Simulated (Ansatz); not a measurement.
`FC[SiH3]` → fluoromethane + `[SiH2]` at 298.15 K and 1 bar (silylene formation by 1,1-elimination).

Isolated molecules relaxed with PBE0-D4/def2-TZVP in Ansatz; ΔE leaves out vibrations. CCSD(T)/CBS is the MP2 limit (def2-TZVPP, def2-QZVPP) plus CCSD(T) − MP2 in def2-TZVPP, frozen cores. This one scheme is used for every species.

```json
{"species": "`FC[SiH3]`", "CCSD(T)/CBS energy (Eh)": "-429.90570", "H − E (kJ/mol)": "157.3", "S (J/(mol·K))": "287.8"}
{"species": "`CF`", "CCSD(T)/CBS energy (Eh)": "-139.63461", "H − E (kJ/mol)": "113.4", "S (J/(mol·K))": "222.6"}
{"species": "`[SiH2]`", "CCSD(T)/CBS energy (Eh)": "-290.19011", "H − E (kJ/mol)": "40.6", "S (J/(mol·K))": "207.5"}
```

H − E and S are ideal-gas, rigid-rotor, harmonic terms from PBE0-D4/def2-TZVP. 1 Eh = 2625.50 kJ/mol, R = 8.31446 J/(mol·K).

Q: By hand: ΔE, ΔH, ΔS and ΔG.

A: ΔE = (-139.63461) + (-290.19011) − (-429.90570) = 0.08098 Eh = 212.6 kJ/mol. Δ(H − E) = 113.4 + 40.6 − 157.3 = -3.3, so ΔH = 209.3 kJ/mol. ΔS = 222.6 + 207.5 − 287.8 = 142.3 J/(mol·K). ΔG = 209.3 − 298.15 × (142.3)/1000 = 166.9 kJ/mol.

Q: By hand: the equilibrium constant, and the temperature at which ΔG would vanish if ΔH and ΔS stayed fixed.

A: log₁₀ K = −ΔG/(RT ln 10) = -29.2. ΔG = 0 at ΔH/ΔS = 1471 K.

The number of gas molecules changes by +1, which sets the sign of ΔS. A doubt of 5 kJ/mol in ΔE shifts log₁₀ K by 0.9 here. These are equilibria of isolated gas molecules and say nothing of rates. Largest T1 diagnostic: 0.014 (customary marks: 0.02 for closed shells, 0.045 for open ones).
